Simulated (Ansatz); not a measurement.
# Abstraction of F: CH3FO + C2H2F → CH3O + C2H2F2

Species: CH3FO `OCF`, singlet; C2H2F `C=[C]F`, doublet; CH3O (hydroxymethyl radical) `[CH2]O`, doublet; C2H2F2 (vinylidene fluoride) `C=C(F)F`, singlet. A radical takes F: the energy is the difference in strength between two C–F bonds in different surroundings.

Shapes, held fixed at every level: PBE0-D4/def2-TZVP. Flexible molecules stand in one conformer, not always the lowest. Programs: Ansatz 0.2.0. The zero-point and thermal change to 298 K, harmonic and unscaled (PBE0-D4/def2-TZVP), is -4.3 kJ/mol.

```tsv
level	kind	ΔH(298 K) (kJ/mol)	CPU time (sum over the molecules)
HF/def2-SVP	Hartree–Fock	-36.6	–
SPW92/def2-TZVPP	LDA	-65.8	5.6 s
PBE-D4/def2-TZVPP	GGA	-56.7	12 s
B3LYP-D4/def2-TZVPP	global hybrid	-56.2	16 s
r2SCAN0-D4/def2-TZVPP	global hybrid	-57.6	19 s
wB97M-V/def2-TZVPP	range-separated hybrid	-60.8	39 s
wB97X-V/def2-TZVPP	range-separated hybrid	-57.4	31 s
B2PLYP/def2-TZVPP	double hybrid	-55.2	20 s
```

B2PLYP/def2-TZVPP gives ΔH(298 K) = -55.2 kJ/mol; the levels span -65.8 to -36.6. The median of the levels is -57.1. No measured value is set beside it here. Spin contamination: C2H2F (⟨S²⟩ up to 0.93). Open shells run unrestricted unless RO is named. Times are processor times on shared x86 and Arm servers, and rough.
